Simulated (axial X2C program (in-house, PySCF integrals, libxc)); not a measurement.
## Bond lengths and stretching modes, held linear, of SAlS²⁺

Computed with an in-house all-electron X2C program for linear molecules (integrals from PySCF): two-component X2C with atomic mean-field Coulomb and Gaunt terms, Gaussian nuclei, basis S dyall-av3z, Al dyall-v3z with contracted cores. Spin-free rows use the one-electron spin-free X2C Hamiltonian.

Masses S 31.972, Al 26.982, S 31.972 u. States: 2c Ω = 5/2 (beyond evenly filled blocks: ω = -1/2, 2 × ω = 3/2); spin-free M_S = 3/2, Λ = 1 (beyond evenly filled blocks: 2 × π+α, π+β, 2 × π-α).

r2SCAN, 2c: energies above the lowest point

```csv
r(S–Al) (Å),r(Al–S) (Å),E (meV)
2.1635,2.1635,54.43
2.1635,2.2190,23.60
2.1635,2.2745,24.96
2.2190,2.1635,23.60
2.2190,2.2190,0.00
2.2190,2.2745,8.17
2.2190,2.3299,40.43
2.2745,2.1635,24.96
2.2745,2.2190,8.17
2.2745,2.2745,22.72
2.3299,2.2190,40.43
2.3299,2.3299,104.80
```

Task: Fit a quadratic surface with cubic terms in each bond: where is the minimum, and what are the two stretching wavenumbers?

Result: At r2SCAN, 2c: bonds 2.229 and 2.229 Å; harmonic stretches 317.6 and 470.5 cm⁻¹; force constants 1.57, 1.57 and coupling 0.33 mdyn/Å.

The other levels and Hamiltonians give:

| Hamiltonian | level | r(S–Al) (Å) | r(Al–S) (Å) | lower stretch (cm⁻¹) | upper stretch (cm⁻¹) |
| --- | --- | --- | --- | --- | --- |
| 2c | PBE0 | 2.219 | 2.219 | 324.4 | 354.6 |
| spin-free | PBE0 | 2.219 | 2.219 | 324.5 | 355.8 |
| spin-free | r2SCAN | 2.229 | 2.229 | 317.8 | 470.7 |

Each state is one determinant, the lowest of a limited PBE0 search; the stretches come from a fit to these few points and carry an uncertainty of a few per cent. Other orders of the atoms were not compared. Left out for rough or failed fits: HF 2c, MP2 2c, HF spin-free, MP2 spin-free. The levels spread by more than a fifth, so the stretches depend strongly on the method. A multiply charged ion may be only metastable. The molecule was held linear; bending was not examined, so a bent shape may lie lower. Note: functional without a current term on a determinant with orbital currents, of the molecule or an atom. Note: several unpaired electrons, one determinant need not be a pure state.
